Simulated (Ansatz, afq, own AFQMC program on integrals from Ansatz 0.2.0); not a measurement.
Two steps: Ansatz 0.2.0 writes the Fock matrix and Cholesky factors of the valence space, and afq projects on them the lowest state that overlaps trial and start.

```yaml
crystal:
  periodic: [false, false, false]
  atoms:
    - {symbol: Si, position_ang: [0.000000, 0.000000, 1.577849]}
    - {symbol: Ge, position_ang: [0.000000, 0.000000, -0.676984]}
    - {symbol: H, position_ang: [0.000000, 1.233043, 2.411565]}
    - {symbol: H, position_ang: [0.000000, -1.233043, 2.411565]}
basis:
  gaussian: {orbitals: cc-pVDZ}
magnetization: {spin_polarized: true, initial_magnetization: 0}
correlation: {method: ccsd_t, electrons: outside_noble_gas, hamiltonian_folder: ham}
```

```sh
$ ansatz run in.yaml --threads 1 --pin off --events-out ev --progress --plain --max-ram 1843MiB
```

afq runs on the folder ham with

```
--method phaseless --trial cisd --walkers 70 --populations 1 --least-time 40 --time-step 0.005 --steps-per-block 50 --equilibration-blocks 28 --max-blocks 300 --target-error 0.00038 --factor-cut 1e-05 --start spin_pure --seed 8806 --release-times 0.24,0.51,0.99,1.62,2.4 --release-step 0.03 --release-every 4 --taylor-order 6
```

Times are imaginary, in 1/Eh. The walk had a cap of 536 s. Filled inner d shells are frozen with the cores.

```
orbitals 36  electrons 5 5  factors 276 of 598
reference energy -2365.35445907 Eh
CCSD correlation -0.20422567 Eh in 12 cycles, weight of the determinant in the CISD state 0.8412
energy of the start -2365.558685 Eh
 block  time / (1/Eh)  mean weight  energy / Eh
     1     0.250  0.9978  -2365.555289
     2     0.500  0.9987  -2365.556055
     3     0.750  1.0003  -2365.557928
     4     1.000  1.0011  -2365.559703
     5     1.250  1.0007  -2365.558296
     8     2.000  1.0000  -2365.565795
    17     4.250  0.9994  -2365.565774
    41    10.250  1.0009  -2365.567878
    65    16.250  0.9992  -2365.563344
    89    22.250  1.0009  -2365.569775
   113    28.250  1.0014  -2365.572117
   137    34.250  0.9997  -2365.570357
   153    38.250  1.0002  -2365.560297
   161    40.250  0.9997  -2365.564501
   185    46.250  1.0005  -2365.566659
   209    52.250  0.9998  -2365.565920
   233    58.250  0.9996  -2365.563061
   257    64.250  0.9984  -2365.575060
   281    70.250  0.9991  -2365.571182
   305    76.250  0.9992  -2365.573337
   321    80.250  0.9994  -2365.564011
blocks merged  error / Eh  count
     1  0.000231  300
     2  0.000296  150
     4  0.000374  75
     8  0.000471  37
    16  0.000536  18
    32  0.000395  9
released: time / (1/Eh)  energy / Eh  error  mean overlap
  0.24  -2365.568557  0.000639  0.9984
  0.51  -2365.568550  0.000587  1.0051
  0.99  -2365.568672  0.000557  1.0003
  1.62  -2365.569514  0.000556  0.9830
  2.40  -2365.569739  0.000557  0.9624
energy -2365.568194 +/- 0.000536 Eh
(rows thinned)
```

Problem. Estimate how long the walk took on 1 thread of Arm Neoverse V2, with other jobs on the host.

Solution. 7.9 min of wall time.

The run passed its tests (sampling time, drift between the halves within three errors, error under three times the target), which doesn't prove that it has relaxed.

Against this walk (error 14.6 meV) on the same determinant: CCSD(T) 31.1 meV higher, CCSDT(Q) 22.9 meV lower (within the noise). The error is statistical and leaves out the bias of the constraint. The released energies are still falling (meV from the phaseless value at times in 1/Eh: -10 ± 17 at 0.24, -10 ± 16 at 0.51, -13 ± 15 at 0.99, -36 ± 15 at 1.62, -42 ± 15 at 2.40), so they give no level.

Cautions: constraint bias not in the error; error above the target (14.6 against 10.3 meV); no relativity below Rb; no spin-orbit coupling; inner d shell frozen; higher spins were not checked; an unrestricted solution with more broken spin lies lower (168 meV, ⟨S²⟩ 0.76), while this determinant keeps restricted orbitals.

CCSDT and higher add their correlation energy to the determinant of the CCSD(T) run, since their own runs factorise the integrals more tightly (a shift of under 2 meV). A walk keeps the symmetry of its determinant, which the program's search chose and which needn't be the lowest solution, so a lower state of the same spin and another symmetry isn't excluded.
